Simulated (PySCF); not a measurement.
# Magnetisability: SMILES S=[PH]1C=C1, C2H3PS

Geometry:
```tsv
atom	x (Å)	y (Å)	z (Å)
S1	2.054	0.242	1.558
P2	0.909	-0.070	0.036
C3	-0.817	-0.606	0.052
C4	-0.703	0.677	-0.295
H5	1.441	-0.449	-1.193
H6	-1.569	-1.329	0.295
H7	-1.312	1.538	-0.481
```

Computed, not measured: GIAO wB97X-D/pcSseg-1 magnetisability, rotational g tensor and spin-rotation constants, non-relativistic, gas phase (PySCF 2.14.0). Geometry: GFN2-xTB.

**Question.** What are the magnetisability and the molar susceptibility?

**Answer.** Isotropic -850 × 10⁻³⁰ J/T², or -51.2 × 10⁻⁶ cm³/mol; principal values -1122, -752, -677 × 10⁻³⁰ J/T², anisotropy 413 × 10⁻³⁰ J/T² (root of half the summed squared differences of the principal values). The susceptibility is in cgs units.

**Question.** Split it along the inertial axes a, b, c into diamagnetic and paramagnetic parts about the centre of mass, with the quadrupole moment.

**Answer.** 
| axis | χ (10⁻⁶ cm³/mol) | diamagnetic (10⁻⁶ cm³/mol) | paramagnetic (10⁻⁶ cm³/mol) | summed x² of all electrons (Å²) | quadrupole Θ (D Å) |
| --- | --- | --- | --- | --- | --- |
| a | -55.3 | -148.6 | 93.4 | 93.9 | -2.08 |
| b | -49.2 | -472.6 | 423.4 | 17.5 | +1.04 |
| c | -49.2 | -472.6 | 423.4 | 17.5 | +1.04 |

Anisotropies 2χaa − χbb − χcc = -12.2 and 2χbb − χaa − χcc = +6.1 × 10⁻⁶ cm³/mol. Θ is traceless in Buckingham's convention.

**Question.** And the rotational g tensor?

**Answer.** 
| axis | rotational constant (GHz) | g | nuclear part | electronic part |
| --- | --- | --- | --- | --- |
| a | 16.5336 | -0.0804 | 0.6449 | -0.7252 |
| b | 2.8643 | -0.0246 | 0.5452 | -0.5697 |
| c | 2.8601 | -0.0246 | 0.5444 | -0.5689 |

Prolate top; isotopes 12C, 1H, 31P, 32S; no vibrational averaging.
